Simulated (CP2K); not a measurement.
**C2H5F (SMILES CCF): IPEA1-xTB**

What is the energy difference between two shapes of C2H5F at IPEA1-xTB? 

The calculation is run with CP2K 2026.2.

4 further runs of the same task are left out: 3 that didn't finish, 1 set aside as unsound or not needed.

**1. The system as given**

C2H5F: 8 atoms, total charge 0, spin state singlet. SMILES: `CCF`. Geometry: relaxed at PBE0-D4/def2-TZVP.

Bond lengths: C1–C2 1.504 Å, C2–F3 1.386 Å, C1–H4 1.093 Å, C1–H5 1.092 Å, C1–H6 1.091 Å, C2–H7 1.094 Å, C2–H8 1.094 Å. Some angles: C1–C2–F3 110.1°, C1–C2–H7 111.6°, C1–C2–H8 111.6°, F3–C2–H7 107.4°, F3–C2–H8 107.4°, C2–C1–H4 109.9°, C2–C1–H5 110.8°, C2–C1–H6 110.8°, H7–C2–H8 108.6°, H4–C1–H5 108.4°.

**2. Energy and gradient at IPEA1-xTB**

Contents of molecule.xyz:

```xyz
8

C     -0.431700     0.566900    -0.264600
C      0.378400    -0.599100     0.230500
F      1.663300    -0.186400     0.546500
H     -1.443900     0.237400    -0.512600
H      0.018600     0.998500    -1.160400
H     -0.500300     1.343000     0.499800
H      0.464000    -1.381500    -0.529800
H     -0.056300    -1.036000     1.134800
```

Contents of run.inp:

```
&GLOBAL
    PROJECT run
    RUN_TYPE ENERGY_FORCE
    PRINT_LEVEL MEDIUM
&END GLOBAL
&FORCE_EVAL
    METHOD QS
    &DFT
        &QS
            METHOD XTB
            EPS_DEFAULT 1.0E-10
            &XTB
                GFN_TYPE TBLITE
                &TBLITE
                    METHOD IPEA1
                &END TBLITE
                CHECK_ATOMIC_CHARGES F
            &END XTB
        &END QS
        &POISSON
            PERIODIC NONE
            POISSON_SOLVER ANALYTIC
        &END POISSON
        &SCF
            SCF_GUESS ATOMIC
            EPS_SCF 1.0E-07
            MAX_SCF 150
            ADDED_MOS 2
            &DIAGONALIZATION
                ALGORITHM STANDARD
            &END DIAGONALIZATION
            &MIXING
                METHOD DIRECT_P_MIXING
                ALPHA 0.4
            &END MIXING
            &SMEAR ON
                METHOD FERMI_DIRAC
                ELECTRONIC_TEMPERATURE [K] 300
            &END SMEAR
        &END SCF
        &PRINT
            &MOMENTS
                PERIODIC F
                REFERENCE COM
                MAX_MOMENT 1
            &END MOMENTS
            &MO ON
                ENERGIES T
                OCCUPATION_NUMBERS T
                NDIGITS 6
                &EACH
                    QS_SCF 0
                &END EACH
                ADD_LAST NUMERIC
            &END MO
            &HIRSHFELD OFF
            &END HIRSHFELD
        &END PRINT
    &END DFT
    &SUBSYS
        &CELL
            ABC 15.1 14.7 14.3
            PERIODIC NONE
        &END CELL
        &TOPOLOGY
            COORD_FILE_NAME molecule.xyz
            COORD_FILE_FORMAT XYZ
            &CENTER_COORDINATES
            &END CENTER_COORDINATES
        &END TOPOLOGY
    &END SUBSYS
    &PRINT
        &FORCES ON
        &END FORCES
    &END PRINT
&END FORCE_EVAL
```

The run is started by

```
$ OMP_NUM_THREADS=1 cp2k.psmp -i run.inp > run.out 2>&1
```

The log of the run:

```text
CP2K| version string:                                       CP2K version 2026.2
[...]
 GLOBAL| Method name                                                        CP2K
[...]
 GLOBAL| Run type                                                   ENERGY_FORCE
[...]
                             - Atoms:                                          8
[...]
                             - Spherical basis functions:                     25
[...]
 Number of electrons:                                                         20
[...]
  *** SCF run converged in    11 steps ***
[...]
  Fermi energy:                                                -0.26468767420742
[...]
 TB_DIPOLE| Moment [Debye]         -1.77388753      -0.37106320      -0.47745339
 TB_DIPOLE| Derivative [a.u.]       0.00000000       0.00000000       0.00000000
[...]
 ENERGY| Total FORCE_EVAL ( QS ) energy [hartree]            -13.067738096001618
 FORCES| Atomic forces [hartree/bohr]
 FORCES|   Atom     x               y               z               |f|
 FORCES|      1 -4.78999080E-03  9.01442641E-03 -3.43364334E-03   1.07700419E-02
 FORCES|      2  2.05376812E-03 -8.44477592E-03  2.43667209E-03   9.02604978E-03
 FORCES|      3 -3.68786679E-03 -7.53081420E-04 -1.00190608E-03   3.89503644E-03
 FORCES|      4  6.46452577E-04 -1.58830786E-03  5.32270325E-04   1.79553181E-03
 FORCES|      5  1.02890145E-03 -1.59163298E-04  2.41415269E-05   1.04141921E-03
 FORCES|      6  8.47817119E-04 -3.40869362E-06  6.47498457E-04   1.06679883E-03
 FORCES|      7  2.02097104E-03  9.18389331E-04  1.64166553E-04   2.22591859E-03
 FORCES|      8  1.87994728E-03  1.01592145E-03  6.30800472E-04   2.22805014E-03
 FORCES| Sum     1.97541636E-16 -3.02058725E-16  1.35958952E-16
 FORCES| Total atomic force                                       3.85677337E-16
[...]
```

It took 0.4 s on 1 thread of Arm Neoverse N1, shared host; peak memory 0.14 GiB.

**3. The distorted shape, same level**

Contents of molecule.xyz:

```xyz
8

C     -0.425739     0.600173    -0.133294
C      0.426829    -0.632893     0.306801
F      1.687021    -0.152087     0.578297
H     -1.420100     0.239856    -0.408655
H      0.107956     0.995001    -0.940247
H     -0.447399     1.213295     0.516781
H      0.461704    -1.192842    -0.427883
H     -0.104253    -0.910402     1.254463
```

Contents of job.inp:

```
&GLOBAL
 PROJECT_NAME job
 RUN_TYPE ENERGY_FORCE
 PRINT_LEVEL MEDIUM
&END GLOBAL
&FORCE_EVAL
 METHOD QS
 &DFT
  CHARGE 0
  MULTIPLICITY 1
  &QS
   METHOD XTB
   EPS_DEFAULT 1.0E-10
   &XTB
    GFN_TYPE TBLITE
    &TBLITE
     METHOD IPEA1
    &END TBLITE
    CHECK_ATOMIC_CHARGES F
   &END XTB
  &END QS
  &POISSON
   PERIODIC NONE
   POISSON_SOLVER ANALYTIC
  &END POISSON
  &SCF
   SCF_GUESS ATOMIC
   EPS_SCF 1.0E-07
   MAX_SCF 150
   ADDED_MOS 2
   &DIAGONALIZATION
    ALGORITHM STANDARD
   &END DIAGONALIZATION
   &MIXING
    METHOD DIRECT_P_MIXING
    ALPHA 0.4
   &END MIXING
   &SMEAR ON
    METHOD FERMI_DIRAC
    ELECTRONIC_TEMPERATURE [K] 300
   &END SMEAR
  &END SCF
  &PRINT
   &MOMENTS
    PERIODIC F
    REFERENCE COM
    MAX_MOMENT 1
   &END MOMENTS
   &MO ON
    ENERGIES T
    OCCUPATION_NUMBERS T
    NDIGITS 6
    &EACH
     QS_SCF 0
    &END EACH
    ADD_LAST NUMERIC
   &END MO
   &HIRSHFELD OFF
   &END HIRSHFELD
  &END PRINT
 &END DFT
 &SUBSYS
  &CELL
   ABC [angstrom] 15.1 14.4 14.2
   PERIODIC NONE
  &END CELL
  &TOPOLOGY
   COORD_FILE_NAME molecule.xyz
   COORD_FILE_FORMAT XYZ
   &CENTER_COORDINATES
   &END CENTER_COORDINATES
  &END TOPOLOGY
 &END SUBSYS
 &PRINT
  &FORCES ON
  &END FORCES
 &END PRINT
&END FORCE_EVAL
```

The run is started by

```
$ OMP_NUM_THREADS=1 cp2k.psmp -i job.inp > job.out 2>&1
```

The log of the run:

```text
CP2K| version string:                                       CP2K version 2026.2
[...]
 GLOBAL| Method name                                                        CP2K
[...]
 GLOBAL| Run type                                                   ENERGY_FORCE
[...]
                             - Atoms:                                          8
[...]
                             - Spherical basis functions:                     25
[...]
 Number of electrons:                                                         20
[...]
  *** SCF run converged in    11 steps ***
[...]
  Fermi energy:                                                -0.26647819751512
[...]
 TB_DIPOLE| Moment [Debye]         -1.71065840      -0.45118631      -0.38758313
 TB_DIPOLE| Derivative [a.u.]       0.00000000       0.00000000       0.00000000
[...]
 ENERGY| Total FORCE_EVAL ( QS ) energy [hartree]            -12.976658190172586
 FORCES| Atomic forces [hartree/bohr]
 FORCES|   Atom     x               y               z               |f|
 FORCES|      1  9.10456379E-03 -2.26535507E-01 -1.87648672E-01   2.94301296E-01
 FORCES|      2 -5.25641743E-02  1.73026475E-01  1.85707426E-01   2.59207256E-01
 FORCES|      3  6.45778414E-03 -4.51431812E-03  8.24202882E-03   1.14023280E-02
 FORCES|      4  9.39224887E-04  9.71336320E-04 -4.57752788E-03   4.77277688E-03
 FORCES|      5  1.29891733E-02  1.95391999E-02 -4.76818410E-02   5.31418566E-02
 FORCES|      6 -1.42262265E-02  2.12729530E-01  2.32460230E-01   3.15426690E-01
 FORCES|      7  1.15896773E-02 -1.59192890E-01 -1.69826239E-01   2.33061469E-01
 FORCES|      8  2.57099774E-02 -1.60238267E-02 -1.66754058E-02   3.45808491E-02
 FORCES| Sum     3.46944695E-17 -1.24900090E-16 -4.85722573E-17
 FORCES| Total atomic force                                       1.38430499E-16
[...]
```

It took 0.4 s on 1 thread of Arm Neoverse N1, shared host; peak memory 0.14 GiB.

**4. Outcome**

Level: IPEA1-xTB.

| quantity | value |
| --- | --- |
| first shape: total energy | -13.06774 Eh |
| first shape: dipole moment (from atomic charges alone) | 1.87 D |
| first shape: HOMO energy | -13.22 eV |
| first shape: LUMO energy | -6.31 eV |
| first shape: HOMO–LUMO gap | 6.91 eV |
| first shape: largest force on an atom | 0.554 eV/Å |
| distorted shape: total energy | -12.97666 Eh |
| distorted shape: dipole moment (from atomic charges alone) | 1.81 D |
| distorted shape: HOMO energy | -12.84 eV |
| distorted shape: LUMO energy | -6.36 eV |
| distorted shape: HOMO–LUMO gap | 6.48 eV |
| distorted shape: largest force on an atom | 16.220 eV/Å |
| energy change with the atoms displaced | 2.478 eV |

In words: With the atoms displaced the energy rises by 2.48 eV (239 kJ/mol). The first shape isn't relaxed at this level, so the change isn't measured from a minimum. The largest force (first shape) is 0.55 eV/Å: the shape isn't a stationary point for this species at this level. The dipole (first shape) comes from point charges on the atoms alone, without atomic dipoles, so it is partial. The dipole (distorted shape) comes from point charges on the atoms alone, without atomic dipoles, so it is partial.
